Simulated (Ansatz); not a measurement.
## C4H9Cl (1-chlorobutane): the vertical ionisation energy from total energies

C4H9Cl has 14 atoms, charge 0, and is taken as a singlet. SMILES: `CCCCCl`. The shape is that of a PBE0-D4/def2-TZVP optimisation. This is one conformer, not always the lowest.

Both states at this one shape; open shells run unrestricted unless said. 1 Eh = 27.2114 eV.

| level | program | singlet C4H9Cl (Eh) | doublet C4H9Cl+ (Eh) |
| --- | --- | --- | --- |
| revPBE/6-31G* (spherical functions) | Ansatz | -617.888725 | -617.525779 |
| MP2/6-31G* (spherical functions), 9 core orbitals frozen | Ansatz | -616.846804 | -616.454250 |

Work out the vertical ionisation energy at each level.


1. revPBE/6-31G* (spherical functions): -617.525779 − (-617.888725) = 0.362946 Eh = 9.88 eV.
2. MP2/6-31G* (spherical functions): -616.454250 − (-616.846804) = 0.392554 Eh = 10.68 eV.

No measured value is set beside it here; the levels span 9.88 to 10.68 eV.
